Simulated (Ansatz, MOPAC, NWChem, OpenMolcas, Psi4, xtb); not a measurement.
# AlNH2Cl (SMILES [NH2][Al][Cl]): methods side by side

The runs start from one conformer, not always the lowest.

AlNH2Cl, doublet, SMILES `[NH2][Al][Cl]`. Each level relaxes the structure for itself.

Each level gives the highest harmonic wavenumber at each level's own minimum (cm⁻¹). The values are calculated.

```
                               level                    kind     program  value (cm⁻¹)
                                 AM1          semi-empirical       MOPAC          3568
                                MNDO          semi-empirical       MOPAC          3694
                                 PM3          semi-empirical       MOPAC          3604
                            GFN2-xTB          semi-empirical         xtb          3424
                          UHF/STO-3G            Hartree–Fock      Ansatz          4188
                           UHF/3-21G            Hartree–Fock      Ansatz          3791
                      UBP86/def2-SVP                     GGA      NWChem          3566
                  UPBE0-D4/def2-TZVP           global hybrid      Ansatz          3695
U-wB97X-D/def2-SVP (density fitting)  range-separated hybrid        Psi4          3708
     CASSCF(5,4)/ANO-RCC-VDZP (DKH2)          multireference  OpenMolcas          3865
```

Harmonic and unscaled. The values span 3424 to 4188 cm⁻¹.
